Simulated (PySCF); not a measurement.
Estimate the missing entries of this data sheet.

Compound: C₄H₅FO.
SMILES: `C1CC(=CO1)F`

```csv
property,level,value
point group of the GFN2-xTB geometry,GFN2-xTB,Cs
"rotational constants A, B, C of the GFN2-xTB geometry",GFN2-xTB,?
dipole moment,CAM-B3LYP/def2-SVPD,1.61 D
HOMO energy,CAM-B3LYP/def2-SVPD,?
LUMO energy,CAM-B3LYP/def2-SVPD,1.30 eV
lowest singlet excitation,TDDFT CAM-B3LYP/def2-SVPD,?
strongest line among the 8 lowest singlet transitions,TDDFT CAM-B3LYP/def2-SVPD,?
lowest triplet excitation (Tamm–Dancoff),TDA CAM-B3LYP/def2-SVPD,?
static isotropic polarisability,CAM-B3LYP/def2-SVPD,48.6 au
electronic spatial extent ⟨r²⟩ about the centre of nuclear charge,CAM-B3LYP/def2-SVPD,?
core binding energies,"ΔSCF SCAN, pcX-2 on the ionised atom, pcseg-1 elsewhere, spin-free X2C",?
```

Gas-phase values; electronic properties from PySCF, density fitting. Geometry: GFN2-xTB; no solvent, vibrations or thermal averaging.

Q: The lowest singlet excitation?

A: 5.86 eV (212 nm, f = 0.006).

Q: Give the electronic spatial extent ⟨r²⟩ about the centre of nuclear charge.

A: 505 bohr².

Q: The strongest line among the 8 lowest singlet transitions?

A: S2 at 6.23 eV (199 nm, f = 0.146).

Q: What are the core binding energies?

A: C1s 291.5, C1s 291.9, C1s 292.4, C1s 292.6, O1s 538.9, F1s 693.1 eV.

Q: The rotational constants A, B, C of the GFN2-xTB geometry?

A: 7.888, 3.215, 2.351 GHz.

Q: What is the lowest triplet excitation (Tamm–Dancoff)?

A: 3.97 eV.

Q: What is the HOMO energy?

A: -7.56 eV.

The dipole matches unit charges of opposite sign 0.34 Å apart (1 e·Å = 4.8032 D). The 8 singlets span 5.86 to 8.19 eV, and their oscillator strengths add up to 0.21. No computed singlet falls in the visible range (750 to 380 nm, 1.65 to 3.26 eV); S1 lies 2.60 eV above its blue end. The principal polarisabilities are 38.1, 51.8 and 55.8 au; their mean is the isotropic value. With B = h/(8π²I), that is 505.379 GHz u Å² over I, the principal moments of inertia are 64.1, 157.2 and 214.9 u Å² (most abundant isotopes).
